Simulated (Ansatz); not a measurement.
# C₃H₆FNO: up Jacob's ladder to CCSD(T)

How much do the methods differ for C₃H₆FNO? The plan is to run it at one geometry with functionals of several rungs and with coupled cluster, and see how far each lands from CCSD(T) at the basis-set limit for the atomisation energy.

Program: Ansatz 0.2.0, Gaussian basis. Level of theory: functionals in def2-TZVPP, the program's frozen cores in correlated methods. These are calculated values, not measurements.

The runs, in order: PBE-D4, r2SCAN-D4, PBE0-D4, B3LYP-D4, ωB97X-V, ωB97M-V, B2PLYP; CCSD(T)/def2-TZVPP; MP2/def2-QZVPP; extrapolation to the limit.

## 1. Structure used throughout

An earlier PBE0-D4 in a triple-zeta def2 set relaxation fixed the geometry.

SMILES `C=NC(F)OC`, 12 atoms, charge 0, spin multiplicity 1.

Atoms are counted from 1 here; the program's logs count them from 0.

Bond lengths: C1–N2 1.258 Å, C1–H7 1.089 Å, C1–H8 1.093 Å, N2–C3 1.429 Å, C3–F4 1.367 Å, C3–O5 1.374 Å, C3–H9 1.102 Å, O5–C6 1.411 Å, C6–H10 1.089 Å, C6–H11 1.093 Å, C6–H12 1.098 Å. Angles: N2–C1–H7 118.5°, N2–C1–H8 123.6°, H7–C1–H8 117.9°, C1–N2–C3 119.6°, N2–C3–F4 113.6°, N2–C3–O5 110.8°, N2–C3–H9 108.0°, F4–C3–O5 105.5°, F4–C3–H9 107.3°, O5–C3–H9 111.6°, C3–O5–C6 113.6°, O5–C6–H10 106.5°, O5–C6–H11 111.5°, O5–C6–H12 111.0°, H10–C6–H11 109.8°, H10–C6–H12 109.1°, H11–C6–H12 109.0°.

Coordinates:

```
C    -0.3250   -1.2170    1.8244
N    -0.3041   -0.2529    1.0161
C    -0.3422   -0.5085   -0.3890
F    -0.2626   -1.8355   -0.7072
O     0.7231    0.0849   -1.0230
C     0.6457    1.4935   -1.0616
H    -0.2859   -1.0018    2.8914
H    -0.3785   -2.2636    1.5155
H    -1.3036   -0.1354   -0.7764
H     1.5075    1.8345   -1.6329
H     0.6746    1.9237   -0.0573
H    -0.2719    1.8228   -1.5661
```

## 2. PBE-D4 (GGA)

in.yaml

```yaml
crystal:
  periodic: [false, false, false]
  atoms:
    - {symbol: C, position_ang: [-0.325041, -1.216996, 1.824377]}
    - {symbol: N, position_ang: [-0.304053, -0.252949, 1.016090]}
    - {symbol: C, position_ang: [-0.342219, -0.508508, -0.388950]}
    - {symbol: F, position_ang: [-0.262643, -1.835454, -0.707242]}
    - {symbol: O, position_ang: [0.723061, 0.084896, -1.022964]}
    - {symbol: C, position_ang: [0.645726, 1.493541, -1.061612]}
    - {symbol: H, position_ang: [-0.285928, -1.001781, 2.891417]}
    - {symbol: H, position_ang: [-0.378490, -2.263569, 1.515511]}
    - {symbol: H, position_ang: [-1.303555, -0.135362, -0.776412]}
    - {symbol: H, position_ang: [1.507469, 1.834505, -1.632900]}
    - {symbol: H, position_ang: [0.674585, 1.923654, -0.057322]}
    - {symbol: H, position_ang: [-0.271911, 1.822823, -1.566095]}
basis:
  gaussian: {orbitals: def2-TZVPP}
hamiltonian: {xc: pbe, dispersion: d4}
output: {forces: true, orbitals: {seedname: orbitals}}
```

Launch:

```console
$ ansatz run in.yaml --threads 4 --pin off --events-out ev --progress --plain --max-ram 10444MiB
```

The runs that follow: r2SCAN-D4 (meta-GGA); PBE0-D4 (hybrid); B3LYP-D4 (hybrid); ωB97X-V (range-separated); ωB97M-V (range-separated); B2PLYP (double hybrid); CCSD(T) in def2-TZVPP; MP2 in def2-QZVPP.

Q: Predict the results of all the runs planned. Wanted: atomisation energy, CCSD(T)/CBS; farthest; mean size of error, hybrid; mean size of error, range-separated; gap, smallest and largest; T1 diagnostic; triples share of the correlation energy.

As calculated:

| quantity | value |
| --- | --- |
| atomisation energy, CCSD(T)/CBS | 49.089 eV |
| functionals within 0.245 eV (0.5 %) | r2SCAN-D4, B3LYP-D4, ωB97X-V |
| farthest | PBE-D4 (+1.783 eV) |
| mean size of error, hybrid | 0.235 eV |
| mean size of error, range-separated | 0.243 eV |
| gap, smallest and largest | 4.33 eV (PBE-D4), 11.79 eV (ωB97X-V) |
| T1 diagnostic | 0.0121 |
| triples share of the correlation energy | 3.8 % |

PBE-D4 is off by +1.783 eV. Double hybrids carry the basis error of their MP2 part in triple zeta, and no dispersion term here, so their miss is partly the set-up's. Misses under about 0.245 eV are within the doubt on the reference itself, which lacks core-valence correlation, relativity and higher excitations. Hartree-Fock recovers 69 % of the binding; the rest is correlation. The gap grows from 4.3 to 11.8 eV across the functionals, mostly with the share of exact exchange.
